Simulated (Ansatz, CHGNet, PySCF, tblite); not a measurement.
## Rock-salt LiF, cohesive energy

Reference value: 4.46 eV/atom (measured, static lattice: zero-point vibration energy added; as tabulated in Mejia-Rodriguez and Trickey (2018), arXiv:1807.09216).

Problem. What do GFN1-xTB, CHGNet-r²SCAN, LDA, PBE, PBE-D4, r²SCAN+rVV10, HSE06-D3(BJ), Hartree–Fock, MP2 give, and how far is each from the reference?

Solution. 
| level (code) | value (eV/atom) | cell (Å³/atom) | error (eV/atom) |
|---|---|---|---|
| GFN1-xTB (tblite) | 4.18 | 8.91 | -0.28 |
| CHGNet-r²SCAN | 4.51 | 7.86 | +0.05 |
| LDA (Ansatz) | 4.93 | 7.47 | +0.47 |
| PBE (PySCF) | 4.32 ± 0.04 | 8.40 | -0.14 |
| PBE-D4 (Ansatz) | 4.39 | 8.27 | -0.07 |
| r²SCAN+rVV10 (Ansatz) | 4.46 | 7.84 | 0.00 |
| HSE06-D3(BJ) (Ansatz) | 4.44 | 7.63 | -0.02 |
| Hartree–Fock (PySCF) | 3.34 ± 0.04 | 7.96 | -1.12 |
| MP2 (PySCF) | 4.54 ± 0.1 | 8.29 | +0.08 |

Leaving aside GFN1-xTB (doubt noted below), CHGNet-r²SCAN (doubt noted below): Once the reference is moved by up to 0.04 eV/atom (a margin picked here for doubts on the reference and the settings) and values within 0.03 eV/atom count as equal, the nearest can be r²SCAN+rVV10 (0.00 eV/atom), HSE06-D3(BJ) (-0.02 eV/atom), PBE-D4 (-0.07 eV/atom) or MP2 (+0.08 eV/atom). Farthest off among them: Hartree–Fock (-1.12 eV/atom). Within 0.3 eV/atom: PBE, PBE-D4, r²SCAN+rVV10, HSE06-D3(BJ), MP2.

Free atoms are spin-polarised, in the lowest state found; at levels without +SOC their spin–orbit coupling is left out.  A ± on a computed value is a rough bar: the spread of its extrapolation, a floor set from checks against published values, or a statistical error. GFN1-xTB: the free atoms are run in the same model without spin. GFN1-xTB: the method was fitted mainly to molecules. GFN1-xTB: the run uses a supercell at the zone centre in place of a k mesh. CHGNet-r²SCAN: free atoms can lie outside what these potentials were trained on. Each level is taken at its own relaxed cell. Cutoffs and k meshes differ between the levels. Ansatz's density-functional and Hartree–Fock values are scalar-relativistic unless marked +SOC, with PAW data made under PBE.

Machine-learned potentials (CHGNet-r²SCAN) are trained on DFT data: a solid inside that data is no test of them.

Differences are worked out from the printed values.

Ansatz is a quantum-chemistry and plane-wave program.
